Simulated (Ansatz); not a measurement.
Process, species as SMILES: CCl (CH3-Cl) → CH3Cl+ (doublet, bonded as CCl) + e-
B3LYP-D3(BJ)/def2-TZVP geometries, fixed; electronic energies without zero-point terms.
Largest species:
```xyz
5

C      0.0082     0.0133    -1.1337
Cl    -0.0048    -0.0077     0.6605
H      0.0175     1.0478    -1.4634
H      0.8997    -0.5040    -1.4752
H     -0.8852    -0.4920    -1.4879
```

Basis-set convergence of the adiabatic ionisation energy at HF with Ansatz (a program for electronic structure). Cartesian d functions, on some or all atoms, in 6-31G**, 6-311G**; all else is spherical. Open shells are unrestricted. No added dispersion term, no relativity. Functions are those of the species that has most. Reference: the value in aug-pcseg-3, 10.284 eV, itself unsure by roughly 0.002 eV (its mean distance from aug-cc-pV(Q+d)Z, cc-pV(5+d)Z, def2-QZVPPD). Deviations are taken from unrounded values.

| basis | functions | adiabatic ionisation energy (eV) | minus reference (eV) |
|---|---|---|---|
| 3-21G | 28 | 10.770 | 0.486 |
| def2-SV(P) | 38 | 10.397 | 0.113 |
| 6-31G** | 49 | 10.414 | 0.130 |
| 6-311G** | 63 | 10.426 | 0.142 |
| pcseg-2 | 106 | 10.320 | 0.036 |
| def2-TZVPD | 110 | 10.294 | 0.010 |
| def2-TZVPP | 115 | 10.286 | 0.002 |
| pcseg-3 | 223 | 10.285 | 0.001 |
| aug-cc-pV(Q+d)Z | 307 | 10.286 | 0.002 |
